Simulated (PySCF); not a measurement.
wavenumber (cm⁻¹), absorption (km/mol per cm⁻¹) and a bar:
```
        0      0.001 
       35      0.001 
       69      0.001 
      104      0.001 
      138      0.002 
      173      0.002 
      207      0.002 
      242      0.002 
      276      0.002 
      311      0.002 
      345      0.002 
      380      0.002 
      415      0.002 
      449      0.003 
      484      0.003 
      518      0.003 
      553      0.004 
      587      0.004 
      622      0.005 
      656      0.006 
      691      0.009 
      725      0.018 
      760      0.053 
      795      0.076 
      829      0.024 
      864      0.012 
      898      0.009 
      933      0.008 
      967      0.007 
     1002      0.007 
     1036      0.008 
     1071      0.008 
     1105      0.009 
     1140      0.009 
     1175      0.010 
     1209      0.012 
     1244      0.013 
     1278      0.015 
     1313      0.017 
     1347      0.020 
     1382      0.024 
     1416      0.030 
     1451      0.038 
     1485      0.043 
     1520      0.053 
     1555      0.070 
     1589      0.096 #
     1624      0.140 #
     1658      0.224 #
     1693      0.411 ###
     1727      0.954 ######
     1762      3.227 #####################
     1796      4.619 ##############################
     1831      1.302 ########
     1866      0.509 ###
     1900      0.263 ##
     1935      0.159 #
     1969      0.106 #
     2004      0.076 
     2038      0.057
```

This is the computed harmonic infrared spectrum of doublet NO2, Lorentzian lines of 51 cm⁻¹ full width. All numbers come from UPBE0/[N def2-TZVP, O def2-TZVP], no relativity, density fitting, PySCF.

Task: Which bands make it up, and how are they assigned?

Result: In C2v symmetry, counting bands above 1 % of the strongest: 782 cm⁻¹ (a1, 7.1 km/mol); 1784 cm⁻¹ (b2, 456 km/mol).

This need not be the most stable arrangement of these atoms.
